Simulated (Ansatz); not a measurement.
Molecule (SMILES): N#N (N2).
Atoms: N1, N2. Bonds: N1-N2.

Basis-set convergence of the optimised N1-N2 bond length at CCSD(T) with Ansatz (a program for electronic structure). The reference of a correlated method is not its basis-set limit, which lies further on. All functions are spherical. Cores are frozen. No added dispersion term, no relativity. Reference: the value in def2-QZVPPD, 1.1004 Å, itself unsure by roughly 0.0004 Å (its mean distance from pcseg-3, def2-QZVPP, cc-pVQZ). Deviations are taken from unrounded values.

```json
[
 {"basis": "cc-pVDZ", "functions": "28", "optimised N1-N2 bond length (Å)": "1.1189"},
 {"basis": "aug-cc-pVDZ", "functions": "46", "optimised N1-N2 bond length (Å)": "1.1209"},
 {"basis": "def2-SVP", "functions": "28", "optimised N1-N2 bond length (Å)": "1.1118"},
 {"basis": "def2-SVPD", "functions": "40", "optimised N1-N2 bond length (Å)": "1.1137"},
 {"basis": "pcseg-1", "functions": "28", "optimised N1-N2 bond length (Å)": "1.1134"},
 {"basis": "aug-pcseg-1", "functions": "46", "optimised N1-N2 bond length (Å)": "1.1156"},
 {"basis": "6-311G**", "functions": "36", "optimised N1-N2 bond length (Å)": "1.1093"},
 {"basis": "6-311+G**", "functions": "44", "optimised N1-N2 bond length (Å)": "1.1097"},
 {"basis": "cc-pVTZ", "functions": "60", "optimised N1-N2 bond length (Å)": "1.1038"},
 {"basis": "aug-cc-pVTZ", "functions": "92", "optimised N1-N2 bond length (Å)": "1.1040"},
 {"basis": "pcseg-2", "functions": "60", "optimised N1-N2 bond length (Å)": "1.1033"},
 {"basis": "aug-pcseg-2", "functions": "92", "optimised N1-N2 bond length (Å)": "1.1039"},
 {"basis": "def2-TZVPP", "functions": "62", "optimised N1-N2 bond length (Å)": "1.1029"},
 {"basis": "def2-TZVPPD", "functions": "74", "optimised N1-N2 bond length (Å)": "1.1031"},
 {"basis": "def2-QZVPP", "functions": "114", "optimised N1-N2 bond length (Å)": "1.1004"},
 {"basis": "def2-QZVPPD", "functions": "126", "optimised N1-N2 bond length (Å)": "1.1004"}
]
```

What the diffuse functions change, pair by pair:
- cc-pVDZ to aug-cc-pVDZ: 18 more functions, deviation 0.0185 to 0.0204 Å
- def2-SVP to def2-SVPD: 12 more functions, deviation 0.0114 to 0.0132 Å
- pcseg-1 to aug-pcseg-1: 18 more functions, deviation 0.0130 to 0.0152 Å
- 6-311G** to 6-311+G**: 8 more functions, deviation 0.0089 to 0.0093 Å
- cc-pVTZ to aug-cc-pVTZ: 32 more functions, deviation 0.0033 to 0.0036 Å
- pcseg-2 to aug-pcseg-2: 32 more functions, deviation 0.0029 to 0.0035 Å
- def2-TZVPP to def2-TZVPPD: 12 more functions, deviation 0.0025 to 0.0027 Å
- def2-QZVPP to def2-QZVPPD: 12 more functions, deviation -0.0001 to 0.0000 Å

Leaving out the reference's own pair, they bring the value nearer the reference by more than 0.0004 Å in 0 of 7 pairs.
